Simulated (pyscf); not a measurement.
Thermochemistry of product channels of HO–SiH: (SMILES O[SiH]) [singlet] + H₂O (SMILES O) on the singlet surface, in kJ/mol, from ωB97M-D3(BJ)/def2-TZVP energies (ideal gas, 1 atm, RRHO with modes under 100 cm⁻¹ raised to 100, one conformer, R ln 2 for chiral ones without a mode under 150 cm⁻¹). Optimised with ωB97X-D3(BJ)/def2-SVP in PySCF.

```csv
products,ΔE,ΔH(298 K),ΔG(600 K),ΔG(1200 K)
O=SiH–OH (SMILES O=[SiH]O) + H₂ (SMILES [H][H]),[?],-124.9,-105.8,-92.5
HO–Si:–OH (SMILES O[Si]O) [singlet] + H₂ (SMILES [H][H]),[?],-160.7,-144.1,-134.4
```

Question: Some entries are withheld; supply them.

Answer: 
- O=SiH–OH (SMILES O=[SiH]O) + H₂ (SMILES [H][H]), ΔE: -110.1
- HO–Si:–OH (SMILES O[Si]O) [singlet] + H₂ (SMILES [H][H]), ΔE: -151.3

These are energies of the channels, which say nothing of barriers.
